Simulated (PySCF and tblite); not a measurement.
The numbers below are computed, except where a source is named.
System: C₃H₅NO, numbered as in [NH2:1]/[CH:2]=[CH:3]\[CH:4]=[O:5].

Level: PBE0/pcSseg-1 + D3(BJ), IEF-PCM water on GFN2-xTB stationary points, with GFN2-xTB thermal terms. Rates follow Eyring's equation with the number of equivalent paths and no tunnelling. (PySCF 2.14 with density fitting, tblite 0.8.)

Problem. Estimate the barrier and the room-temperature rate of the rotation about the C2–C3 bond (torsion N1–C2–C3–C4 from 0° to 181°, rising).

Solution. The electronic barrier is 37.0 kcal/mol and ΔG‡(298 K) 35.1 kcal/mol, over a C1 saddle with an imaginary mode of 1382i cm⁻¹ (GFN2-xTB). With 2 equivalent paths, k is 2.4×10⁻¹³ s⁻¹, a mean lifetime of the start of 1.3×10⁵ years against this motion. The end lies 1.0 kcal/mol above the start in free energy.
